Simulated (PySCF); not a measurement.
# SVWN5/6-31G(d) (spherical functions) run of Si3H8 (trisilane)

What is the energy change on altering one bond length of Si3H8 (trisilane) at SVWN5/6-31G* (spherical functions)? 

Program for the calculation: PySCF 2.14.0.

1 further run of the same task is left out (set aside as unsound or not needed).

### Step 1. The system as given

Si3H8: 11 atoms, total charge 0, spin state singlet. SMILES: `[SiH3][SiH2][SiH3]`. The coordinates come from a PBE0-D4/def2-TZVP relaxation.

Bond lengths: Si1–Si2 2.338 Å, Si2–Si3 2.338 Å, Si1–H4 1.488 Å, Si1–H5 1.488 Å, Si1–H6 1.488 Å, Si2–H7 1.490 Å, Si2–H8 1.490 Å, Si3–H9 1.488 Å, Si3–H10 1.488 Å, Si3–H11 1.488 Å. Some angles: Si1–Si2–Si3 110.4°, Si1–Si2–H7 109.6°, Si1–Si2–H8 109.6°, Si3–Si2–H7 109.6°, Si3–Si2–H8 109.6°, Si2–Si1–H4 111.2°, Si2–Si1–H5 109.8°, Si2–Si1–H6 109.8°, Si2–Si3–H9 109.8°, Si2–Si3–H10 109.8°.

### Step 2. The energy at SVWN5/6-31G(d) (spherical functions)

The input, input.py:

```python
from pyscf import gto, dft

system = gto.M(
    atom='''
Si      -1.292570       1.366730      -0.525270
Si      -0.462570      -0.807300      -0.296320
Si       1.631930      -0.774400       0.742750
H       -2.625850       1.367720      -1.185120
H       -0.354030       2.180440      -1.344070
H       -1.422540       2.000090       0.814640
H       -0.343400      -1.440160      -1.640160
H       -1.410380      -1.620800       0.516390
H        1.515950      -0.154940       2.090430
H        2.583820       0.031780      -0.068050
H        2.179610      -2.149160       0.894770
''',
    verbose=4,
    basis='6-31g*',
    charge=0,
    max_memory=1860,
)

mf = dft.RKS(system, xc='svwn')
mf.conv_tol = 1e-10
mf.grids.level = 5
mf.kernel()
if not mf.converged:
    mf = mf.newton().run(mf.mo_coeff, mf.mo_occ)

energy = mf.e_tot
print('Final energy', energy)
```

Launch:

```sh
$ OMP_NUM_THREADS=1 python input.py
```

The program printed:

```text
PySCF version 2.14.0

[INPUT] num. atoms = 11
[INPUT] num. electrons = 50
[INPUT] charge = 0
[INPUT] spin (= nelec alpha-beta = 2S) = 0
[INPUT] symmetry False subgroup None
[INPUT] Mole.unit = angstrom
[INPUT] Symbol           X                Y                Z      unit          X                Y                Z       unit  Magmom
[INPUT]  1 Si    -1.292570000000   1.366730000000  -0.525270000000 AA   -2.442603296829   2.582745386227  -0.992616441450 Bohr   0.0
[INPUT]  2 Si    -0.462570000000  -0.807300000000  -0.296320000000 AA   -0.874130613440  -1.525575900361  -0.559963645231 Bohr   0.0
[INPUT]  3 Si     1.631930000000  -0.774400000000   0.742750000000 AA    3.083900754461  -1.463403910863   1.403594079021 Bohr   0.0
[INPUT]  4 H     -2.625850000000   1.367720000000  -1.185120000000 AA   -4.962137344189   2.584616215090  -2.239552224745 Bohr   0.0
[INPUT]  5 H     -0.354030000000   2.180440000000  -1.344070000000 AA   -0.669019739880   4.120434431047  -2.539924192244 Bohr   0.0
[INPUT]  6 H     -1.422540000000   2.000090000000   0.814640000000 AA   -2.688211001239   3.779622324481   1.539446490116 Bohr   0.0
[INPUT]  7 H     -0.343400000000  -1.440160000000  -1.640160000000 AA   -0.648931951176  -2.721507975554  -3.099453200467 Bohr   0.0
[INPUT]  8 H     -1.410380000000  -1.620800000000   0.516390000000 AA   -2.665231931564  -3.062868102695   0.975835673464 Bohr   0.0
[INPUT]  9 H      1.515950000000  -0.154940000000   2.090430000000 AA    2.864730318534  -0.292794165740   3.950340182575 Bohr   0.0
[INPUT] 10 H      2.583820000000   0.031780000000  -0.068050000000 AA    4.882712155174   0.060055496239  -0.128595862777 Bohr   0.0
[INPUT] 11 H      2.179610000000  -2.149160000000   0.894770000000 AA    4.118865958363  -4.061323797870   1.690870244477 Bohr   0.0

nuclear repulsion = 193.117837208941
number of shells = 40
number of NR pGTOs = 185
number of NR cGTOs = 70
basis = 6-31g*
ecp = {}

******** <class 'pyscf.dft.rks.RKS'> ********
method = RKS
initial guess = minao
damping factor = 0
level_shift factor = 0
DIIS = <class 'pyscf.scf.diis.CDIIS'>
diis_start_cycle = 1
diis_space = 8
diis_damp = 0
SCF conv_tol = 1e-10
SCF conv_tol_grad = None
SCF max_cycles = 50
direct_scf = True
direct_scf_tol = 1e-13
XC library pyscf.dft.libxc version 7.0.0
    S. Lehtola, C. Steigemann, M. J.T. Oliveira, and M. A.L. Marques.,  SoftwareX 7, 1–5 (2018)
XC functionals = svwn
    P. A. M. Dirac.,  Math. Proc. Cambridge Philos. Soc. 26, 376 (1930)
    F. Bloch.,  Z. Phys. 57, 545 (1929)
    S. H. Vosko, L. Wilk, and M. Nusair.,  Can. J. Phys. 58, 1200 (1980)
radial grids:
    Treutler-Ahlrichs [JCP 102, 346 (1995); DOI:10.1063/1.469408] (M4) radial grids

becke partition: Becke, JCP 88, 2547 (1988); DOI:10.1063/1.454033
pruning grids: <function nwchem_prune>
grids dens level: 5
symmetrized grids: False
atomic radii adjust function: <function treutler_atomic_radii_adjust>
small_rho_cutoff = 0
Set gradient conv threshold to 1e-05
Initial guess from minao.
tot grids = 318976
init E= -869.361713680565
  HOMO = -0.292653113668916  LUMO = -0.0584668062402718  gap/eV = 6.37253
cycle= 1 E= -869.63992241108  delta_E= -0.278  |g|= 0.115  |ddm|= 2.65
  HOMO = -0.238825314704094  LUMO = -0.0165536055396891  gap/eV = 6.04832
cycle= 2 E= -869.644441649761  delta_E= -0.00452  |g|= 0.0578  |ddm|= 0.306
  HOMO = -0.258737432906168  LUMO = -0.0312540549712776  gap/eV = 6.19014
cycle= 3 E= -869.645764027188  delta_E= -0.00132  |g|= 0.0275  |ddm|= 0.146
  HOMO = -0.254877995010935  LUMO = -0.0287568046644489  gap/eV = 6.15307
cycle= 4 E= -869.646067491863  delta_E= -0.000303  |g|= 0.00445  |ddm|= 0.0466
  HOMO = -0.255171391462686  LUMO = -0.0288909859272211  gap/eV = 6.15740
cycle= 5 E= -869.646076095576  delta_E= -8.6e-06  |g|= 0.000809  |ddm|= 0.00831
  HOMO = -0.255175409751162  LUMO = -0.0289023445631271  gap/eV = 6.15720
cycle= 6 E= -869.646076363859  delta_E= -2.68e-07  |g|= 0.000139  |ddm|= 0.00144
  HOMO = -0.255173078631063  LUMO = -0.0288971754648242  gap/eV = 6.15728
cycle= 7 E= -869.64607637165  delta_E= -7.79e-09  |g|= 3.28e-05  |ddm|= 0.000302
  HOMO = -0.25517062909639  LUMO = -0.0288955404902074  gap/eV = 6.15726
cycle= 8 E= -869.646076372148  delta_E= -4.97e-10  |g|= 9.77e-06  |ddm|= 8.98e-05
  HOMO = -0.255171091417585  LUMO = -0.0288958659616327  gap/eV = 6.15726
cycle= 9 E= -869.646076372203  delta_E= -5.55e-11  |g|= 3.66e-07  |ddm|= 2.17e-05
  HOMO = -0.255171107153607  LUMO = -0.0288958633910188  gap/eV = 6.15726
Extra cycle  E= -869.646076372203  delta_E= 6.82e-13  |g|= 2.03e-07  |ddm|= 1.2e-06
converged SCF energy = -869.646076372203
Final energy -869.6460763722025
```

It took 11 s on 1 thread of Arm Neoverse V1, shared host; peak memory 0.25 GiB.

### Step 3. The distorted shape, same level

The input, input.py:

```python
from pyscf import gto, dft

mol = gto.M(
    atom=[
    ('Si', (-1.417083, 1.692868, -0.559616)),
    ('Si', (-0.462570, -0.807300, -0.296320)),
    ('Si', (1.631930, -0.774400, 0.742750)),
    ('H', (-2.750363, 1.693858, -1.219466)),
    ('H', (-0.478543, 2.506578, -1.378416)),
    ('H', (-1.547053, 2.326228, 0.780294)),
    ('H', (-0.343400, -1.440160, -1.640160)),
    ('H', (-1.410380, -1.620800, 0.516390)),
    ('H', (1.515950, -0.154940, 2.090430)),
    ('H', (2.583820, 0.031780, -0.068050)),
    ('H', (2.179610, -2.149160, 0.894770)),
],
    spin=0,
    max_memory=1860,
    basis='6-31g*',
    verbose=4,
)

mf = dft.RKS(mol)
mf.xc = 'svwn'
mf.conv_tol = 1e-10
mf.grids.level = 5
mf.kernel()
if not mf.converged:
    mf = mf.newton().run(mf.mo_coeff, mf.mo_occ)

e_final = mf.e_tot
print(f'total energy: {e_final:.8f} hartree')
```

Launch:

```sh
$ OMP_NUM_THREADS=1 python input.py
```

The program printed:

```text
PySCF version 2.14.0

[INPUT] num. atoms = 11
[INPUT] num. electrons = 50
[INPUT] charge = 0
[INPUT] spin (= nelec alpha-beta = 2S) = 0
[INPUT] symmetry False subgroup None
[INPUT] Mole.unit = angstrom
[INPUT] Symbol           X                Y                Z      unit          X                Y                Z       unit  Magmom
[INPUT]  1 Si    -1.417083000000   1.692868000000  -0.559616000000 AA   -2.677898765777   3.199056885040  -1.057520974925 Bohr   0.0
[INPUT]  2 Si    -0.462570000000  -0.807300000000  -0.296320000000 AA   -0.874130613440  -1.525575900361  -0.559963645231 Bohr   0.0
[INPUT]  3 Si     1.631930000000  -0.774400000000   0.742750000000 AA    3.083900754461  -1.463403910863   1.403594079021 Bohr   0.0
[INPUT]  4 H     -2.750363000000   1.693858000000  -1.219466000000 AA   -5.197432813137   3.200927713904  -2.304456758219 Bohr   0.0
[INPUT]  5 H     -0.478543000000   2.506578000000  -1.378416000000 AA   -0.904315208828   4.736745929860  -2.604828725718 Bohr   0.0
[INPUT]  6 H     -1.547053000000   2.326228000000   0.780294000000 AA   -2.923506470187   4.395933823295   1.474541956641 Bohr   0.0
[INPUT]  7 H     -0.343400000000  -1.440160000000  -1.640160000000 AA   -0.648931951176  -2.721507975554  -3.099453200467 Bohr   0.0
[INPUT]  8 H     -1.410380000000  -1.620800000000   0.516390000000 AA   -2.665231931564  -3.062868102695   0.975835673464 Bohr   0.0
[INPUT]  9 H      1.515950000000  -0.154940000000   2.090430000000 AA    2.864730318534  -0.292794165740   3.950340182575 Bohr   0.0
[INPUT] 10 H      2.583820000000   0.031780000000  -0.068050000000 AA    4.882712155174   0.060055496239  -0.128595862777 Bohr   0.0
[INPUT] 11 H      2.179610000000  -2.149160000000   0.894770000000 AA    4.118865958363  -4.061323797870   1.690870244477 Bohr   0.0

nuclear repulsion = 183.637830604037
number of shells = 40
number of NR pGTOs = 185
number of NR cGTOs = 70
basis = 6-31g*
ecp = {}

******** <class 'pyscf.dft.rks.RKS'> ********
method = RKS
initial guess = minao
damping factor = 0
level_shift factor = 0
DIIS = <class 'pyscf.scf.diis.CDIIS'>
diis_start_cycle = 1
diis_space = 8
diis_damp = 0
SCF conv_tol = 1e-10
SCF conv_tol_grad = None
SCF max_cycles = 50
direct_scf = True
direct_scf_tol = 1e-13
XC library pyscf.dft.libxc version 7.0.0
    S. Lehtola, C. Steigemann, M. J.T. Oliveira, and M. A.L. Marques.,  SoftwareX 7, 1–5 (2018)
XC functionals = svwn
    P. A. M. Dirac.,  Math. Proc. Cambridge Philos. Soc. 26, 376 (1930)
    F. Bloch.,  Z. Phys. 57, 545 (1929)
    S. H. Vosko, L. Wilk, and M. Nusair.,  Can. J. Phys. 58, 1200 (1980)
radial grids:
    Treutler-Ahlrichs [JCP 102, 346 (1995); DOI:10.1063/1.469408] (M4) radial grids

becke partition: Becke, JCP 88, 2547 (1988); DOI:10.1063/1.454033
pruning grids: <function nwchem_prune>
grids dens level: 5
symmetrized grids: False
atomic radii adjust function: <function treutler_atomic_radii_adjust>
small_rho_cutoff = 0
Set gradient conv threshold to 1e-05
Initial guess from minao.
tot grids = 318976
init E= -869.252586100716
  HOMO = -0.271886094076108  LUMO = -0.0827005206265574  gap/eV = 5.14800
cycle= 1 E= -869.623550509384  delta_E= -0.371  |g|= 0.116  |ddm|= 2.61
  HOMO = -0.235522878639822  LUMO = -0.0503894506701623  gap/eV = 5.03774
cycle= 2 E= -869.627857109856  delta_E= -0.00431  |g|= 0.0531  |ddm|= 0.264
  HOMO = -0.242624951087023  LUMO = -0.0574132472176876  gap/eV = 5.03987
cycle= 3 E= -869.628946974529  delta_E= -0.00109  |g|= 0.0258  |ddm|= 0.137
  HOMO = -0.243687316565387  LUMO = -0.0581070489145008  gap/eV = 5.04990
cycle= 4 E= -869.62923897734  delta_E= -0.000292  |g|= 0.00537  |ddm|= 0.052
  HOMO = -0.24351169851757  LUMO = -0.0578581680511312  gap/eV = 5.05189
cycle= 5 E= -869.629252022697  delta_E= -1.3e-05  |g|= 0.0016  |ddm|= 0.012
  HOMO = -0.243439202435077  LUMO = -0.0578016060361131  gap/eV = 5.05146
cycle= 6 E= -869.629253249154  delta_E= -1.23e-06  |g|= 0.000241  |ddm|= 0.00314
  HOMO = -0.243454819778073  LUMO = -0.0578169268884032  gap/eV = 5.05146
cycle= 7 E= -869.629253276012  delta_E= -2.69e-08  |g|= 4.01e-05  |ddm|= 0.000522
  HOMO = -0.24344551755699  LUMO = -0.0578092024006414  gap/eV = 5.05142
cycle= 8 E= -869.629253276764  delta_E= -7.52e-10  |g|= 1.19e-05  |ddm|= 9.82e-05
  HOMO = -0.243447556240144  LUMO = -0.0578106839986392  gap/eV = 5.05144
cycle= 9 E= -869.629253276826  delta_E= -6.21e-11  |g|= 2.96e-06  |ddm|= 2.31e-05
  HOMO = -0.243446920890138  LUMO = -0.0578102214509169  gap/eV = 5.05143
Extra cycle  E= -869.629253276826  delta_E= 2.27e-13  |g|= 3.47e-06  |ddm|= 1.23e-05
converged SCF energy = -869.629253276826
total energy: -869.62925328 hartree
```

Wall time 11 s (1 thread of Arm Neoverse V1, shared host); peak memory 0.25 GiB.

### Step 4. Results

Level: SVWN5/6-31G* (spherical functions).

| quantity | value |
| --- | --- |
| first shape: total energy | -869.64608 Eh |
| first shape: dipole moment | 0.05 D |
| first shape: HOMO energy | -6.94 eV |
| first shape: LUMO energy | -0.79 eV |
| first shape: HOMO–LUMO gap | 6.16 eV |
| distorted shape: total energy | -869.62925 Eh |
| distorted shape: dipole moment | 0.04 D |
| distorted shape: HOMO energy | -6.62 eV |
| distorted shape: LUMO energy | -1.57 eV |
| distorted shape: HOMO–LUMO gap | 5.05 eV |
| energy change with the Si1–Si2 bond stretched from 2.338 to 2.689 Å | 0.458 eV |

In words: With the Si1–Si2 bond stretched from 2.338 to 2.689 Å the energy rises by 0.46 eV (10.6 kcal/mol). The first shape isn't relaxed at this level, so the change isn't measured from a minimum.
